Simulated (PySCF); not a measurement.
# Al2H4 (H2Al ... H2Al): the cost of one run

Programs: PySCF 2.14.0, with routines of our own; each step states its level. All values are computed. Atoms count from 0.

### 1 The starting structure

6 atoms, charge 0, high-spin multiplicity 3; geometry from: GFN2-xTB fragments, placed rigidly.

The system (radical pair): H2Al···H2Al. The radical centres are 6.33 Å apart, tilted by 45 degrees; the spin sites are atoms 0, 1, 2 (1 unpaired) and atoms 3, 4, 5 (1 unpaired).

### 2 Magnetic exchange: CASSCF and SC-NEVPT2/def2-TZVP (2,2)

The job: settings as JSON, then the geometry in Å.

```
{"job": {"kind": "cas", "basis": "def2-TZVP", "active": "magnetic", "zfs": true}, "charge": 0, "high_spin_multiplicity": 3, "spin_sites": [[[0, 1, 2], 1], [[3, 4, 5], 1]]}
Al    -0.593900    -0.140800    -3.146000
H      0.740100     0.704300    -3.146000
H     -1.928200     0.704200    -3.146000
Al     0.106100    -0.140800     3.146000
H      1.309600     0.253600     2.202700
H      0.366200    -1.380400     4.089400
```

With the program's defaults for keys left out, this is: CASSCF and SC-NEVPT2/def2-TZVP spin states, gas phase.

Command:

```
$ OMP_NUM_THREADS=1 python exch_run.py task.json out
```

The driver reads the jobs from task.json and runs them one after another.

Q: Estimate the wall time of this first job on 1 thread of Intel Xeon Platinum 8488C (Sapphire Rapids), shared host.

About 2.2 s.
